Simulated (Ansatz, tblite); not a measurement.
Removing and adding an electron: SiF2H2 (SiH₂F₂). The state is a singlet with charge 0. Geometry: r2SCAN-D4/def2-TZVP. Ansatz, gas phase; energy differences of separate SCF runs; the oxidised species was run as a doublet alone; the reduced species was run as a doublet alone.

```xyz
5

Si   -0.029    0.008    0.046
F    -0.319    0.662   -1.370
F     1.252   -0.917   -0.097
H    -1.178   -0.837    0.416
H     0.275    1.084    1.005
```

The xTB rows come from tblite. Correlated methods freeze 7 core orbitals.

| level | −HOMO (eV) | vertical IE (eV) | −LUMO (eV) | vertical EA (eV) | HOMO–LUMO gap (eV) | IE − EA (eV) | remarks |
| --- | --- | --- | --- | --- | --- | --- | --- |
| GFN1-xTB | 12.67 | 16.22 | 4.72 | 0.83 | 7.96 | 15.39 | – |
| HF/def2-TZVPP | – | 12.67 | – | – | – | – | – |
| PBE-D4/def2-TZVP | 8.36 | 12.15 | 0.57 | – | 7.79 | – | – |
| PBE-D4/def2-TZVPD | 8.41 | – | 0.79 | -1.17 | 7.63 | – | HOMO above zero (-1 doublet) |
| r2SCAN-D4/def2-TZVP | 8.76 | 12.39 | 0.06 | – | 8.70 | – | – |
| r2SCAN-D4/def2-TZVPD | 8.79 | – | 0.22 | -1.32 | 8.57 | – | HOMO above zero (-1 doublet) |
| PBE0-D4/def2-TZVP | 9.89 | 12.63 | -0.31 | – | 10.20 | – | – |
| CCSD(T)/def2-TZVPD | – | – | – | -1.53 | – | – | HOMO above zero (-1 doublet) |

(1) Estimate the rows for GFN2-xTB, HF/def2-TZVPD, PBE0-D4/def2-TZVPD, MP2/def2-TZVPD, MP2/def2-TZVPP, CCSD/def2-TZVPD, CCSD/def2-TZVPP, CCSD(T)/def2-TZVPP.

Answers

(1) 
| level | −HOMO (eV) | vertical IE (eV) | −LUMO (eV) | vertical EA (eV) | HOMO–LUMO gap (eV) | IE − EA (eV) | remarks |
| --- | --- | --- | --- | --- | --- | --- | --- |
| GFN2-xTB | 12.20 | 15.84 | 5.39 | 1.16 | 6.80 | 14.68 | – |
| HF/def2-TZVPD | – | – | – | -1.88 | – | – | HOMO above zero (-1 doublet) |
| PBE0-D4/def2-TZVPD | 9.92 | – | -0.04 | -1.29 | 9.96 | – | HOMO above zero (-1 doublet) |
| MP2/def2-TZVPD | – | – | – | -1.61 | – | – | HOMO above zero (-1 doublet) |
| MP2/def2-TZVPP | – | 13.07 | – | – | – | – | – |
| CCSD/def2-TZVPD | – | – | – | -1.57 | – | – | HOMO above zero (-1 doublet) |
| CCSD/def2-TZVPP | – | 13.11 | – | – | – | – | – |
| CCSD(T)/def2-TZVPP | – | 13.02 | – | – | – | – | – |

   A HOMO above zero means that the electron is unbound at that level or that self-interaction error raises the level; the energy of removing that electron tells which. Raw xTB energy differences between charge states are shifted by several eV; the methods need an empirical correction for them. A negative affinity means that the extra electron isn't bound; its size then hangs on the basis.
